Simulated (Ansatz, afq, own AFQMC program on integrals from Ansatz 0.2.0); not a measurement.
Integrals from Ansatz 0.2.0, then the random walk in our own AFQMC program (afq).

```yaml
crystal:
  periodic: [false, false, false]
  atoms:
    - {symbol: O, position_ang: [0.000000, 0.000000, 0.000000]}
    - {symbol: H, position_ang: [0.000000, 0.000000, 1.006000]}
basis:
  gaussian: {orbitals: aug-cc-pVDZ}
magnetization: {spin_polarized: false, initial_magnetization: 1}
correlation: {method: ccsd_t, electrons: outside_noble_gas, hamiltonian_folder: ham}
```

```sh
$ ansatz run in.yaml --threads 1 --pin off --events-out ev --progress --plain --max-ram 1382MiB
```

afq runs on the folder ham with

```
--method phaseless --trial cisd --walkers 60 --populations 1 --least-time 40 --time-step 0.005 --steps-per-block 50 --equilibration-blocks 28 --max-blocks 300 --target-error 0.00032 --factor-cut 1e-05 --start spin_pure --seed 6220 --release-times 0.24,0.51,0.99,1.62,2.4 --release-step 0.03 --release-every 4 --taylor-order 6
```

Times are imaginary, in 1/Eh. The walk had a cap of 589 s.

Log:

```
orbitals 31  electrons 4 3  factors 215 of 302
reference energy -75.39706884 Eh
CCSD correlation -0.18289305 Eh in 10 cycles, weight of the determinant in the CISD state 0.9450
energy of the start -75.579962 Eh
 block  time / (1/Eh)  mean weight  energy / Eh
     1     0.250  0.9983  -75.579382
     2     0.500  0.9997  -75.581105
     3     0.750  0.9992  -75.581982
     4     1.000  0.9993  -75.582326
     5     1.250  0.9996  -75.582248
    10     2.500  1.0011  -75.584901
    29     7.250  1.0002  -75.580422
    49    12.250  0.9958  -75.586475
    69    17.250  1.0010  -75.584365
    77    19.250  1.0010  -75.580200
    89    22.250  1.0024  -75.583432
    93    23.250  0.9994  -75.588676
   109    27.250  0.9986  -75.584757
   129    32.250  0.9990  -75.581891
   149    37.250  0.9979  -75.580447
   169    42.250  0.9987  -75.582041
   185    46.250  0.9969  -75.583640
blocks merged  error / Eh  count
     1  0.000169  160
     2  0.000203  80
     4  0.000231  40
     8  0.000273  20
    16  0.000347  10
released: time / (1/Eh)  energy / Eh  error  mean overlap
  0.24  -75.584283  0.000337  0.9938
  0.51  -75.584255  0.000311  0.9896
  0.99  -75.584224  0.000251  0.9894
  1.62  -75.584451  0.000312  0.9810
  2.40  -75.584333  0.000452  0.9791
energy -75.583599 +/- 0.000273 Eh
(rows thinned)
```

The run passed its tests (sampling time, drift between the halves within three errors, error under three times the target), which doesn't prove that it has relaxed. The second half of the sampling lies above the first by 1.7 errors of their difference, so the energy may still be moving and its error bar be too small.

Against this walk (error 7.4 meV) on the same determinant: CCSD(T) 3.0 meV higher (within the noise), CCSDT(Q) 14.0 meV lower (within the noise). The error is statistical and leaves out the bias of the constraint. Released to 2.40 1/Eh the energy moves by -20 ± 14 meV (both errors), within twice the noise.

Cautions: constraint bias not in the error.

The walk took 110 s on 1 thread of Arm Neoverse V2 (shared host). The log's last line is the phaseless energy.

CCSDT and higher add their correlation energy to the determinant of the CCSD(T) run, since their own runs factorise the integrals more tightly (a shift of under 2 meV). A walk keeps the symmetry of its determinant, which the program's search chose and which needn't be the lowest solution, so a lower state of the same spin and another symmetry isn't excluded.
